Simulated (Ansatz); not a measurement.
Geometry optimisation, RKS PBE0/def2-SVP in Ansatz 0.2.0.

The input (input.yaml):

```yaml
crystal:
  periodic: [false, false, false]
  atoms:
    - { symbol: Si, position_ang: [-0.093254, 0.1795, -0.920162] }
    - { symbol: "N", position_ang: [1.255694, -0.007301, 1.734712] }
    - { symbol: H, position_ang: [1.023123, -0.705153, 2.43181] }
    - { symbol: H, position_ang: [1.85201, 0.71912, 2.114573] }
    - { symbol: H, position_ang: [1.731122, -0.455838, 0.9328] }
    - { symbol: H, position_ang: [-1.101754, 1.237349, -0.46551] }
    - { symbol: H, position_ang: [-0.993341, -0.967677, -0.442223] }
basis:
  gaussian: { orbitals: def2-SVP }
hamiltonian:
  xc: pbe0
relax:
  f_tol: 0.03
  max_steps: 50
```

Launched with:

```bash
$ ansatz run input.yaml --threads 1 --pin off --max-ram 2048MiB --backend cpu --events-out ev --progress --plain --runs-dir out
```

Q: Where does it end, and by what steps?

A: The forces met the threshold. After 7 steps the energy has fallen by 1.086 eV; H3 moved furthest, 0.78 Å. Joined: Si1–N2 (2.98 → 2.06 Å).

```json
{"step": "0", "energy less start (eV)": "0.0000", "largest force component (eV/Å)": "1.564", "accepted": "yes"}
{"step": "1", "energy less start (eV)": "-0.3207", "largest force component (eV/Å)": "1.534", "accepted": "yes"}
{"step": "2", "energy less start (eV)": "-0.6307", "largest force component (eV/Å)": "1.526", "accepted": "yes"}
{"step": "3", "energy less start (eV)": "-0.9276", "largest force component (eV/Å)": "0.362", "accepted": "yes"}
{"step": "4", "energy less start (eV)": "-1.0396", "largest force component (eV/Å)": "0.187", "accepted": "yes"}
{"step": "5", "energy less start (eV)": "-1.0787", "largest force component (eV/Å)": "0.158", "accepted": "yes"}
{"step": "6", "energy less start (eV)": "-1.0857", "largest force component (eV/Å)": "0.036", "accepted": "yes"}
{"step": "7", "energy less start (eV)": "-1.0858", "largest force component (eV/Å)": "0.011", "accepted": "yes"}
```

```xyz
7
Properties=species:S:1:pos:R:3
Si 0.149 0.285 -0.531
N 1.114 -0.041 1.259
H 0.483 -0.334 2.006
H 1.590 0.809 1.565
H 1.828 -0.762 1.150
H -0.903 1.089 0.249
H -0.587 -1.046 -0.312
```

Whether the end is a true minimum wasn't checked by a vibrational analysis.

The run took 5.2 s on 1 thread of AMD EPYC 9R45 96-Core Processor (Zen 5), with other jobs on the host, peak memory 0.12 GiB.
